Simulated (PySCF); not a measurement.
How the method changes the constants of MgF⁻

State: ¹Σ⁺ (singlet), closed shell. Set-up: PySCF, no relativity, basis sets Mg aug-cc-pVDZ, F aug-cc-pVDZ. De refers to Mg + F⁻ in their ground configurations, without counterpoise correction. A positive dipole points towards F; it is taken about the centre of mass and depends on that origin.

```tsv
Level	Re (Å)	ωe (cm⁻¹)	De (eV)	μ (D)
RHF	1.816	610	n/a	4.03
RHF-MP2	1.855	554	2.46	n/a
RHF-SCS-MP2	1.854	556	2.44	n/a
RHF-CCSD	1.847	565	n/a	n/a
RHF-CCSD(T)	1.851	559	2.51	n/a
PBE	1.867	530	2.40	3.06
PBEsol	1.853	544	2.52	3.19
PW91	1.864	533	2.42	3.01
TPSS	1.859	541	2.49	3.39
r²SCAN	1.839	571	2.64	3.50
PBE0	1.843	562	2.51	3.28
```

Problem. Which functional lies closest to RHF-CCSD(T) in De, which farthest, and by how much do they differ from it?

Solution. Closest is PBE0 (-0.8 pm in Re, +0.5 % in ωe, +0.00 eV in De against RHF-CCSD(T) in the same basis), farthest r²SCAN (-1.2 pm in Re, +2.1 % in ωe, +0.13 eV in De). CCSD(T) converges more slowly with the basis than the functionals do and binds too weakly in this one, so the order can change at the basis-set limit.

Problem. What does a quarter of exact exchange do here, going from PBE to PBE0?

Solution. PBE0 less PBE: -2.4 pm in Re, +6.0 % in ωe, +0.11 eV in De. Exact exchange removes part of the self-interaction that spreads semilocal densities, and in most molecules shortens and stiffens the bond and lowers De; here De goes the other way.

Problem. What does the step from GGA to meta-GGA do here, going from PBE to r²SCAN?

Solution. r²SCAN less PBE: -2.8 pm in Re, +7.7 % in ωe, +0.24 eV in De. 

Correlated steps freeze 2 core orbitals. Correlated levels converge slowly with the basis: in double zeta they bind strong bonds too weakly, by up to about 1 eV, and carry superposition errors of some tenths. For an ion De counts to the pair picked by the measured ionisation energies or electron affinities, which need not be the lowest pair at this level. The highest Kohn–Sham level is positive in this anion. Much of that is self-interaction error, but it also means that the finite basis helps to hold the extra electron.

The whole job (state search and all levels along the bond) took about 1.3 min on 1 thread of Arm Neoverse V2 (shared host), peak memory 0.55 GiB.
